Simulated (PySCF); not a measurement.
Gas-phase reaction: AlH3.NH3 → Al + 3 H2 + N

Method: PySCF energies plus ideal-gas RRHO corrections (1 bar). † marks an energy on the PBE0/def2-TZVP geometry and frequencies; other levels use their own. Open shells (unrestricted): Al (multiplicity 2), N (multiplicity 4); the rest are closed-shell singlets. Spin-orbit splitting is ignored; it lowers the true energy and changes the entropy of Al. Adducts (AlH3.NH3) have no counterpoise correction, and HF, PBE, BLYP, B3LYP and PBE0 lack dispersion. AlH3.NH3: computed as isolated molecules; such fragments, hydroxides, amides, oligomers or adducts are transient or little studied in the gas.

r2SCAN/def2-TZVP† gives ΔH°(298 K) = 837 kJ.

Task: What do BLYP/def2-TZVP†, PBE/def2-SVP, PBE0/def2-TZVP give?

Result: BLYP/def2-TZVP†: 803 kJ; PBE/def2-SVP: 897 kJ; PBE0/def2-TZVP: 849 kJ. For scale, ΔH°(298 K) is 837 kJ at this level, 853 kJ at ωB97M-V/def2-TZVP†, and runs from 531 to 1524 kJ over the 20 levels computed.
